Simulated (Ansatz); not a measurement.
**CHNSi (triplet): the correlation ladder at a displaced geometry (v2), cc-pVDZ**

One table from this session's results is given with a row withheld; the runs are named, their logs left out.

Method: cc-pVDZ, core rule «outside noble gas», up to 7 orbitals frozen; program: Ansatz 0.2.0, Gaussian basis.

To be run: UHF; CCSD(T) on ROHF; CCSD(T) on UHF; BCCD(T) on ROHF; CISD; CCSDT(Q) on ROHF; CCSDT(Q) on UHF.

20 further runs of the same task are left out: 6 that didn't finish, 14 set aside as unsound or not needed.

## The system

The geometry is a PBE0/def2-TZVP stationary point (not a proven minimum) with its atoms shifted at random (size 0.100 Å).

4 atoms, charge 0, spin multiplicity 3.

Atoms are counted from 1 here; the program's logs count them from 0.

Bond lengths: C1–N2 1.262 Å, C1–Si3 1.940 Å, N2–H4 0.994 Å. Angles: N2–C1–Si3 79.5°, C1–N2–H4 128.7°.

The first run:

Contents of in.yaml:

```yaml
crystal:
  periodic: [false, false, false]
  atoms:
    - {symbol: C, position_ang: [0.086973, -0.773254, 0.775097]}
    - {symbol: N, position_ang: [-0.077901, 0.429240, 1.120553]}
    - {symbol: Si, position_ang: [-0.001280, 0.086148, -0.962358]}
    - {symbol: H, position_ang: [0.081828, 0.848851, 2.007664]}
basis:
  gaussian: {orbitals: cc-pVDZ}
magnetization: {spin_polarized: true, initial_magnetization: 2}
hamiltonian: {xc: hf}
output: {orbitals: {seedname: orbitals}}
```

Launch:

```console
> ansatz run in.yaml --threads 1 --pin off --events-out ev --progress --plain --max-ram 2393MiB
```

Among the steps run: UHF; CCSD(T) on ROHF; CCSD(T) on UHF; BCCD(T) on ROHF; CISD; CCSDT(Q) on ROHF; CCSDT(Q) on UHF.

One table of the session follows, with a row left open; its other results are not shown here.

| method | from UCCSDT(Q) (meV) |
| --- | --- |
| ROHF | +10637.2 |
| UHF | +10364.4 |
| RMP2 | +1268.9 |
| UMP2 | +1372.2 |
| CISD | +1630.1 |
| RCCSD | +526.8 |
| UCCSD | +518.0 |
| RCCSD(T) | +78.1 |
| UCCSD(T) | +81.3 |
| BCCD(T) | +76.2 |
| RCCSDT | ? |
| UCCSDT | +43.0 |
| RCCSDT(Q) | +4.4 |
| UCCSDT(Q) | 0 |

Q: Estimate the row for RCCSDT from the others.

**Answer.** from UCCSDT(Q) (meV): +44.2. In the column «from UCCSDT(Q) (meV)» it lies between UCCSDT (+43.0) and BCCD(T) (+76.2).

Caveats from the session: Restricted and unrestricted rows rest on different reference determinants; where their highest levels disagree by more than a few hundredths of an eV, they describe different states and don't form one ladder.
